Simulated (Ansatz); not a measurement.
The first iterations of a band of CH$_{6}$OSi (9 atoms, charge 0, multiplicity 1).

These are results of Ansatz, RKS B3LYP-D4/6-31G*, not measurements.

```json
{
  "movable images": "7",
  "climbing image": "yes",
  "spring": "5.0 eV/Å²",
  "optimiser": "quadratic models (default)",
  "start path": "straight line",
  "force threshold": "0.05 eV/Å",
  "iteration limit": "60",
  "end points": "relaxed"
}
```

Image 0:

```xyz
9
Properties=species:S:1:pos:R:3
Si -0.002 0.031 0.222
H -0.174 0.052 1.707
H 1.468 -0.003 -0.045
C -0.766 1.554 -0.550
H -1.832 1.630 -0.307
H -0.269 2.462 -0.188
H -0.668 1.528 -1.640
O -0.768 -1.292 -0.453
H -0.490 -2.159 -0.128
```

Image 8:

```xyz
9
Properties=species:S:1:pos:R:3
Si -1.221 -0.128 0.580
H 1.954 0.282 1.242
H 2.149 0.586 0.592
C -1.020 1.401 -0.546
H -2.011 1.674 -0.944
H -0.647 2.272 0.006
H -0.367 1.206 -1.404
O -1.117 -1.295 -0.628
H -1.224 -2.194 -0.280
```

| iteration | highest image above the first end (eV) | largest band force component (eV/Å) |
| --- | --- | --- |
| 1 | 4.748 | 5.443 |
| 2 | 3.594 | 3.191 |
| 3 | 3.277 | 7.475 |
| 4 | 3.090 | 0.779 |

Task: Does the band converge within its limit, and where does its top end?

Result: The forces met the threshold. It ended after 12 iterations with the highest image 3.138 eV above the first end. Neighbouring images differ by up to 1.9 eV, so the band resolves the path poorly. Another band between the same ends (7 images) ends at a top of the same energy, where a vibrational analysis finds 1 clearly imaginary mode. The orbitals stay closed-shell, which can raise the energy where a bond breaks towards radicals; this wasn't checked here.

Run time: 2.4 min on 1 thread of AMD EPYC 7R43 64-Core Processor (Zen 3) (shared host), peak memory 0.14 GiB.
